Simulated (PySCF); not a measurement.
```xyz
7

C      0.8576     0.1071     0.0042
C     -0.6153    -0.0621     0.0184
H      1.3159     1.0028    -0.4142
H      1.5191    -0.7088     0.2941
H     -0.9930    -0.5026    -0.9280
H     -1.1401     0.8980     0.1380
H     -0.9454    -0.7387     0.8216
```

Charge 0, multiplicity 2.

Q: Give the Mulliken and meta-Löwdin atomic charges from PySCF with PBE-D3(BJ)/def2-TZVP.

A: 
```json
[
 {"atom": "C1", "Mulliken (e)": "-0.29", "meta-Löwdin (e)": "-0.27"},
 {"atom": "C2", "Mulliken (e)": "-0.33", "meta-Löwdin (e)": "-0.34"},
 {"atom": "H3", "Mulliken (e)": "0.12", "meta-Löwdin (e)": "0.12"},
 {"atom": "H4", "Mulliken (e)": "0.12", "meta-Löwdin (e)": "0.12"},
 {"atom": "H5", "Mulliken (e)": "0.13", "meta-Löwdin (e)": "0.13"},
 {"atom": "H6", "Mulliken (e)": "0.12", "meta-Löwdin (e)": "0.12"},
 {"atom": "H7", "Mulliken (e)": "0.12", "meta-Löwdin (e)": "0.12"}
]
```
